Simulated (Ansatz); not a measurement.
# Scan of [H···H···Br], doublet

Starting geometry:

```xyz
3

H     0.0000    0.0000   -1.1120
H     0.0000    0.0000   -0.3670
Br    0.0000    0.0000    1.4790
```

From there H2 is moved from one fragment to the other while all else, the fragments' distance too, stays fixed; atoms are numbered as listed. Energies are in kcal/mol, counted from the starting geometry at the same level. Kohn–Sham curves are unrestricted where that lies lower.

Basis cc-pVTZ; Ansatz 0.2.0. Correlated methods freeze the noble-gas cores and the filled d shells of p-block atoms. Prefix R: restricted or restricted open-shell reference; prefix U: unrestricted. No spin–orbit coupling is included, and no scalar relativity.

Functionals correlate the shells that the reference freezes, so part of their error here is the reference's.

Full CI isn't at hand for all of this; UCCSDT(Q) serves as the reference, and is uncertain by about the last step of the cluster series.

| distance H1-H2 (Å) | UCCSDT(Q) | PBE | r2SCAN | PBE0 | B3LYP | BHLYP | wB97X-V | wB97M-V | B2PLYP | RPA-PBE |
| --- | --- | --- | --- | --- | --- | --- | --- | --- | --- | --- |
| 0.693 | 1.0 | 2.4 | 2.0 | 1.9 | 1.6 | 1.0 | 1.3 | 1.1 | 1.2 | 0.9 |
| 0.745 | 0.0 | 0.0 | 0.0 | 0.0 | 0.0 | 0.0 | 0.0 | 0.0 | 0.0 | 0.0 |
| 0.790 | 0.7 | -0.5 | -0.2 | -0.1 | 0.1 | 0.7 | 0.4 | 0.6 | 0.4 | 0.7 |
| 0.835 | 2.2 | -0.1 | 0.4 | 0.6 | 1.1 | 2.1 | 1.7 | 2.1 | 1.7 | 2.2 |
| 0.880 | 4.0 | 0.8 | 1.4 | 1.9 | 2.6 | 4.0 | 3.5 | 4.0 | 3.4 | 4.2 |
| 0.926 | 6.0 | 2.0 | 2.6 | 3.3 | 4.4 | 6.0 | 5.5 | 6.0 | 5.2 | 6.4 |
| 0.971 | 7.7 | 3.4 | 3.8 | 4.7 | 6.1 | 7.9 | 7.3 | 7.9 | 6.8 | 8.4 |
| 1.016 | 9.1 | 4.7 | 4.9 | 6.0 | 7.7 | 9.4 | 8.9 | 9.5 | 8.2 | 10.1 |
| 1.061 | 10.3 | 6.1 | 5.9 | 7.1 | 9.2 | 10.7 | 10.2 | 10.8 | 9.4 | 11.6 |
